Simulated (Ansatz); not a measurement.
## Cs2AgBiBr6 (Fm-3m, No. 225)

Method: PBEsol (Ansatz, a quantum-chemistry and plane-wave program, PAW).

Run with plane-wave cutoff 500 eV, 6×6×6 k mesh, gaussian smearing 0.02 eV, no spin polarisation, scalar-relativistic PAW data made under PBE.

Cell (relaxed at this level):

```cif
data_AgBiBr6Cs2
_chemical_formula_sum 'Cs2 Ag1 Bi1 Br6'
_space_group_name_H-M_alt 'P 1'
_space_group_IT_number 1
_cell_length_a 7.91038
_cell_length_b 7.91038
_cell_length_c 7.91038
_cell_angle_alpha 60.000
_cell_angle_beta 60.000
_cell_angle_gamma 60.000
loop_
_space_group_symop_operation_xyz
  'x, y, z'
loop_
_atom_site_label
_atom_site_type_symbol
_atom_site_fract_x
_atom_site_fract_y
_atom_site_fract_z
_atom_site_occupancy
Cs1 Cs 0.75000 0.75000 0.75000 1
Cs2 Cs 0.25000 0.25000 0.25000 1
Ag1 Ag 0.50000 0.50000 0.50000 1
Bi1 Bi 0.00000 0.00000 0.00000 1
Br1 Br 0.74605 0.25395 0.25395 1
Br2 Br 0.25395 0.74605 0.74605 1
Br3 Br 0.25395 0.74605 0.25395 1
Br4 Br 0.74605 0.25395 0.74605 1
Br5 Br 0.25395 0.25395 0.74605 1
Br6 Br 0.74605 0.74605 0.25395 1
```

```
Item                            Value
--------  ---------------------------
band gap  1.10 eV (on the SCF k mesh)
```

Spin–orbit coupling is not included; with these elements it can move the gap by several tenths of an eV or more.
